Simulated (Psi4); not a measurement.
**C2H3Si (SMILES [C]#C[SiH3]): UHF/cc-pVDZ (sweep point 5)**

Aim: the vertical doublet–quartet gap of C2H3Si at UHF/cc-pVDZ (sweep point 5), from 2 runs. 

The results are computed with Psi4 1.11.

## (1) The system as given

C2H3Si has 6 atoms, charge 0, and is taken as a doublet. As SMILES, `[C]#C[SiH3]`. The coordinates come from a PBE0-D4/def2-TZVP relaxation.

Bond lengths: C1–C2 1.212 Å, C2–Si3 1.827 Å, Si3–H4 1.482 Å, Si3–H5 1.482 Å, Si3–H6 1.482 Å. Angles: C1–C2–Si3 179.9°, C2–Si3–H4 108.8°, C2–Si3–H5 108.8°, C2–Si3–H6 108.8°, H4–Si3–H5 110.1°, H4–Si3–H6 110.1°, H5–Si3–H6 110.1°.

## (2) A single-point energy at UHF/cc-pVDZ (sweep point 5)

job.dat

```
memory 1600 mb

molecule molecule1 {
  0 2
  C      1.099800    -1.943700     1.067500
  C      0.563900    -0.994100     0.538900
  Si    -0.246300     0.437400    -0.257000
  H     -1.451000    -0.035700    -0.979200
  H      0.706200     1.059100    -1.207200
  H     -0.630600     1.412800     0.790800
  units angstrom
  symmetry c1
}

set {
  reference uhf
  puream true
  scf_type pk
  maxiter 150
}

e = energy("scf/cc-pVDZ")
```

Command:

```console
$ psi4 -i job.dat -o job.out -n 1
```

job.out:

```text
[...]
  Running in c1 symmetry.
[...]
  Nuclear repulsion =   76.367132930564821
[...]
  Multiplicity = 2
[...]
  Nalpha       = 15
  Nbeta        = 14
[...]
    Number of basis functions: 61
[...]
   @UHF iter   1:  -366.18793520047876   -9.63633e-01   4.73963e-03 DIIS/ADIIS
[...]
   @UHF iter  13:  -366.26914022094275    2.24702e-09   4.34012e-07 DIIS
[...]
   @S^2 Observed:                1.157638855E+00
[...]
    Orbital Energies [Eh]
    ---------------------
    Alpha Occupied:
       1A    -68.805268     2A    -11.304748     3A    -11.227332
       4A     -6.153789     5A     -4.261021     6A     -4.259528
       7A     -4.259528     8A     -1.058192     9A     -0.775592
      10A     -0.637402    11A     -0.538340    12A     -0.500939
      13A     -0.500917    14A     -0.443664    15A     -0.443656
    Alpha Virtual:
      16A      0.130295    17A      0.130306    18A      0.159310
      19A      0.236247    20A      0.245526    21A      0.245543
      22A      0.372526    23A      0.406732    24A      0.406743
      25A      0.448901    26A      0.522331    27A      0.571744
[...]
  @UHF Final Energy:  -366.26914022094275
   => Energetics <=
    Nuclear Repulsion Energy =             76.3671329305648214
    One-Electron Energy =                -655.6667858561089588
    Two-Electron Energy =                 213.0305127046013922
    Total Energy =                       -366.2691402209427451
  UHF NO Occupations:
  HONO-2 :   13  A 1.8941611
  HONO-1 :   14  A 1.8941563
[...]
 Multipole Moments:
 ------------------------------------------------------------------------------------
     Multipole            Electronic (a.u.)      Nuclear  (a.u.)        Total (a.u.)
 ------------------------------------------------------------------------------------
 L = 1.  Multiply by 2.5417464519 to convert [e a0] to [Debye]
 Dipole X            :          1.8232683           -1.8970314           -0.0737631
 Dipole Y            :         -3.2228047            3.3529337            0.1301291
 Dipole Z            :          1.7918865           -1.8642941           -0.0724076
 Magnitude           :                                                    0.1661849
[...]
```

Wall time 7.2 s (1 thread of AMD EPYC 7R43 (Zen 3), shared host); peak memory 0.3 GiB.

## (3) The quartet, same level

c2h3si.dat

```
memory 1.6 GB

molecule geom {
  0 4
  C      1.099800    -1.943700     1.067500
  C      0.563900    -0.994100     0.538900
  Si    -0.246300     0.437400    -0.257000
  H     -1.451000    -0.035700    -0.979200
  H      0.706200     1.059100    -1.207200
  H     -0.630600     1.412800     0.790800
  units angstrom
  symmetry c1
}

set basis cc-pVDZ
set reference uhf
set puream true
set scf_type pk
set maxiter 150

energy("scf")
```

Command:

```console
$ psi4 c2h3si.dat c2h3si.out -n 1
```

c2h3si.out:

```text
[...]
  Running in c1 symmetry.
[...]
  Nuclear repulsion =   76.367132930564821
[...]
  Multiplicity = 4
[...]
  Nalpha       = 16
  Nbeta        = 13
[...]
    Number of basis functions: 61
[...]
   @UHF iter   1:  -365.92994433684140   -7.05642e-01   5.56808e-03 ADIIS/DIIS
[...]
   @UHF iter  14:  -366.12026283781677   -3.15086e-08   6.32341e-07 DIIS
[...]
   @S^2 Observed:                3.868328530E+00
[...]
    Orbital Energies [Eh]
    ---------------------
    Alpha Occupied:
       1A    -68.798826     2A    -11.310494     3A    -11.256769
       4A     -6.145312     5A     -4.251866     6A     -4.251722
       7A     -4.251378     8A     -1.128928     9A     -0.795101
      10A     -0.664935    11A     -0.598740    12A     -0.559798
      13A     -0.504576    14A     -0.491259    15A     -0.459859
      16A     -0.247488
    Alpha Virtual:
      17A      0.119653    18A      0.160556    19A      0.203145
      20A      0.233841    21A      0.236012    22A      0.361475
      23A      0.411839    24A      0.412111    25A      0.441646
[...]
  @UHF Final Energy:  -366.12026283781677
   => Energetics <=
    Nuclear Repulsion Energy =             76.3671329305648214
    One-Electron Energy =                -655.3977260846558011
    Two-Electron Energy =                 212.9103303162742122
    Total Energy =                       -366.1202628378167674
  UHF NO Occupations:
  HONO-2 :   14  A 1.0000000
  HONO-1 :   15  A 1.0000000
[...]
 Multipole Moments:
 ------------------------------------------------------------------------------------
     Multipole            Electronic (a.u.)      Nuclear  (a.u.)        Total (a.u.)
 ------------------------------------------------------------------------------------
 L = 1.  Multiply by 2.5417464519 to convert [e a0] to [Debye]
 Dipole X            :          1.9252487           -1.8970314            0.0282173
 Dipole Y            :         -3.3995562            3.3529337           -0.0466225
 Dipole Z            :          1.8773813           -1.8642941            0.0130872
 Magnitude           :                                                    0.0560459
[...]
```

Run time: 7.5 s. Hardware: 1 thread of AMD EPYC 7R43 (Zen 3), shared host; peak memory 0.3 GiB.

## (4) What came out

Level: UHF/cc-pVDZ (sweep point 5).

```
                                        quantity          value
                           doublet: total energy  -366.26914 Eh
                          doublet: dipole moment         0.42 D
     doublet: HOMO energy (highest over α and β)      -11.20 eV
      doublet: LUMO energy (lowest over α and β)        1.11 eV
                                   doublet: ⟨S²⟩          1.158
                           quartet: total energy  -366.12026 Eh
                          quartet: dipole moment         0.14 D
     quartet: HOMO energy (highest over α and β)       -6.73 eV
      quartet: LUMO energy (lowest over α and β)        0.56 eV
                                   quartet: ⟨S²⟩          3.868
vertical energy of the quartet above the doublet       4.051 eV
```

At this shape the quartet lies 4.05 eV (391 kJ/mol) above the doublet. ⟨S²⟩ (doublet) is 1.16 where a pure doublet has 0.75: the reference is spin-contaminated. ⟨S²⟩ (quartet) is 3.87 where a pure quartet has 3.75: the reference is spin-contaminated.
